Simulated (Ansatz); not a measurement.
Bond stretch in CH, doublet.

Method: full CI/cc-pVTZ, frozen core (Ansatz, a first-principles code).

Relative to R = 1.13 Å, what are the energies at R = 0.95, 1.06, 1.25, 1.54 Å?

13.6 kcal/mol at 0.95 Å, 1.4 kcal/mol at 1.06 Å, 4.0 kcal/mol at 1.25 Å, 26.3 kcal/mol at 1.54 Å.

The scan ran from 0.89 to 4.53 Å; beyond the distances shown one of the unrestricted levels run for this scan, shown here or not, changes its spin distribution in one step.
